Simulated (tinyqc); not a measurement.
Extended Hueckel theory, for H3O+, step by step. The parameters take no account of the charge, which enters only through the electron count. One step of it, computed by the program tinyqc.

Question. Orbitals. Solve H C = S C e through S^(-1/2); fill by pairs from the bottom, a degenerate level sharing its electrons equally; each orbital has its largest coefficient positive (the first on a tie).

H (eV), order 1O 2s, 1O 2px, 1O 2py, 1O 2pz, 2H 1s, 3H 1s, 4H 1s:
$$\begin{pmatrix}
-32.300000 & 0.000000 & 0.000000 & 0.000000 & -14.486492 & -14.492185 & -14.492185 \\
0.000000 & -14.800000 & 0.000000 & 0.000000 & -7.824330 & 3.910415 & 3.910415 \\
0.000000 & 0.000000 & -14.800000 & 0.000000 & 0.000000 & -6.779596 & 6.779596 \\
0.000000 & 0.000000 & 0.000000 & -14.800000 & 0.755453 & 0.755859 & 0.755859 \\
-14.486492 & -7.824330 & 0.000000 & 0.755453 & -13.600000 & -3.135808 & -3.135808 \\
-14.492185 & 3.910415 & -6.779596 & 0.755859 & -3.135808 & -13.600000 & -3.133716 \\
-14.492185 & 3.910415 & 6.779596 & 0.755859 & -3.135808 & -3.133716 & -13.600000
\end{pmatrix}$$

overlap S, order 1O 2s, 1O 2px, 1O 2py, 1O 2pz, 2H 1s, 3H 1s, 4H 1s:
$$\begin{pmatrix}
1.000000 & 0.000000 & 0.000000 & 0.000000 & 0.420813 & 0.420979 & 0.420979 \\
0.000000 & 1.000000 & 0.000000 & 0.000000 & 0.367339 & -0.183588 & -0.183588 \\
0.000000 & 0.000000 & 1.000000 & 0.000000 & 0.000000 & 0.318291 & -0.318291 \\
0.000000 & 0.000000 & 0.000000 & 1.000000 & -0.035467 & -0.035486 & -0.035486 \\
0.420813 & 0.367339 & 0.000000 & -0.035467 & 1.000000 & 0.153716 & 0.153716 \\
0.420979 & -0.183588 & 0.318291 & -0.035486 & 0.153716 & 1.000000 & 0.153614 \\
0.420979 & -0.183588 & -0.318291 & -0.035486 & 0.153716 & 0.153614 & 1.000000
\end{pmatrix}$$

valence electrons = 8

Give: orbital energies; occupations; coefficients; sum of one-electron energies.

Answer.

orbital energies (eV): [-32.397, -16.311, -16.310, -14.814, -6.004, -5.997, -0.326]

occupations: [2.000, 2.000, 2.000, 2.000, 0.000, 0.000, 0.000]

coefficients, order 1O 2s, 1O 2px, 1O 2py, 1O 2pz, 2H 1s, 3H 1s, 4H 1s:
$$\begin{pmatrix}
0.953 & 0.000 & 0.000 & 0.029 & 0.000 & 0.000 & 0.883 \\
0.000 & 0.000 & 0.709 & 0.000 & -0.901 & 0.000 & 0.000 \\
0.000 & 0.709 & 0.000 & 0.000 & 0.000 & 0.901 & 0.000 \\
0.002 & 0.000 & 0.000 & 0.997 & 0.000 & 0.000 & -0.101 \\
0.036 & 0.000 & 0.390 & -0.021 & 0.940 & 0.000 & -0.655 \\
0.036 & 0.337 & -0.195 & -0.021 & -0.470 & -0.814 & -0.656 \\
0.036 & -0.337 & -0.195 & -0.021 & -0.470 & 0.814 & -0.656
\end{pmatrix}$$

sum of one-electron energies = -159.663 eV
